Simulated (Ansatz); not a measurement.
Two shapes of singlet C₃H₄.

Shape 1:

```xyz
7

C     0.0000    0.0000   -1.3078
C     0.0000    0.0000    0.0000
C     0.0000    0.0000    1.3078
H     0.0000   -0.9368   -1.8749
H     0.0000    0.9368   -1.8749
H    -0.9368    0.0000    1.8749
H     0.9368    0.0000    1.8749
```

Shape 2:

```xyz
7

C     0.0000    0.0000   -1.2031
C     0.0000    0.0000    0.0000
C     0.0000    0.0000    1.2031
H     0.0000   -0.8618   -1.7249
H     0.0000    0.8618   -1.7249
H    -0.8618    0.0000    1.7249
H     0.8618    0.0000    1.7249
```

Basis set: 6-31G* (spherical functions). Correlated methods keep 3 orbitals frozen. Charge 0, multiplicity 1.

Computed with Ansatz (development build ahead of 0.2.0); each method stands on the lowest determinant of its kind that the runs found.

(1) Which shape is lower in energy, and by how much in each method?

Answers

(1)

| method | E(2) − E(1) (eV) |
| --- | --- |
| RHF | 1.193 |
| RHF-MP2 | 1.566 |

Shape 1 is lower. Caution: no unrestricted run beside it, a lower state can exist.
